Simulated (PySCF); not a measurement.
## First hyperpolarisability: `CSC(C)(C)C`, C5H12S

Molfile (atoms numbered from 1):
```
C5H12S
     RDKit          3D

 18 17  0  0  0  0  0  0  0  0999 V2000
    2.5314    0.1750   -0.0180 C   0  0  0  0  0  0  0  0  0  0  0  0
    1.0613    0.5258    0.9636 S   0  0  0  0  0  0  0  0  0  0  0  0
   -0.3225    0.0406   -0.1583 C   0  0  0  0  0  0  0  0  0  0  0  0
   -0.2472   -1.4448   -0.4939 C   0  0  0  0  0  0  0  0  0  0  0  0
   -1.5769    0.3338    0.6622 C   0  0  0  0  0  0  0  0  0  0  0  0
   -0.3106    0.8893   -1.4250 C   0  0  0  0  0  0  0  0  0  0  0  0
    2.6208   -0.8914   -0.2730 H   0  0  0  0  0  0  0  0  0  0  0  0
    2.5778    0.7810   -0.9350 H   0  0  0  0  0  0  0  0  0  0  0  0
    3.3876    0.4476    0.6150 H   0  0  0  0  0  0  0  0  0  0  0  0
   -1.1219   -1.7422   -1.0964 H   0  0  0  0  0  0  0  0  0  0  0  0
    0.6512   -1.6853   -1.0823 H   0  0  0  0  0  0  0  0  0  0  0  0
   -0.2321   -2.0541    0.4215 H   0  0  0  0  0  0  0  0  0  0  0  0
   -2.4752    0.0768    0.0786 H   0  0  0  0  0  0  0  0  0  0  0  0
   -1.5902   -0.2566    1.5910 H   0  0  0  0  0  0  0  0  0  0  0  0
   -1.6351    1.3997    0.9307 H   0  0  0  0  0  0  0  0  0  0  0  0
    0.5865    0.7012   -2.0340 H   0  0  0  0  0  0  0  0  0  0  0  0
   -0.3415    1.9610   -1.1801 H   0  0  0  0  0  0  0  0  0  0  0  0
   -1.1867    0.6491   -2.0504 H   0  0  0  0  0  0  0  0  0  0  0  0
  1  2  1  0
  2  3  1  0
  3  4  1  0
  3  5  1  0
  3  6  1  0
  1  7  1  0
  1  8  1  0
  1  9  1  0
  4 10  1  0
  4 11  1  0
  4 12  1  0
  5 13  1  0
  5 14  1  0
  5 15  1  0
  6 16  1  0
  6 17  1  0
  6 18  1  0
M  END
```

The calculation used quadratic response CAM-B3LYP/aug-cc-pVDZ first hyperpolarisability, Taylor convention, gas phase (PySCF 2.14.0). Geometry: PBE0-D3(BJ)/def2-SVP.

(1) What is the first hyperpolarisability, and how does it disperse?

(2) Which lowest excitations, dipole and polarisabilities go with it?

Results:

(1) In au, Taylor convention; the vector part is βᵢ = ⅓ Σⱼ (βᵢⱼⱼ + βⱼᵢⱼ + βⱼⱼᵢ); β∥ is 3/5 of the vector part along the dipole, the dipole points from − to +:
```tsv
process	λ (nm)	β vector norm	β∥	β HRS	depolarisation ratio
static β(0;0,0)	∞	78.1	41.2	45.6	2.54
second harmonic β(−2ω;ω,ω)	1907	83.3	44.0	48.3	2.55
Pockels β(−ω;ω,0)	1907	79.8	42.1	–	–
second harmonic β(−2ω;ω,ω)	1064	96.7	51.2	55.5	2.57
Pockels β(−ω;ω,0)	1064	83.7	44.2	–	–
```

(2) S1 5.40 eV (f = 0.003); S2 5.75 eV (f = 0.022); S3 6.16 eV (f = 0.008); dipole 1.64 D; isotropic α 85.6 au static, 85.8 au at 1907 nm, 86.3 au at 1064 nm, 86.5 au at 953.5 nm, 88.5 au at 532 nm.
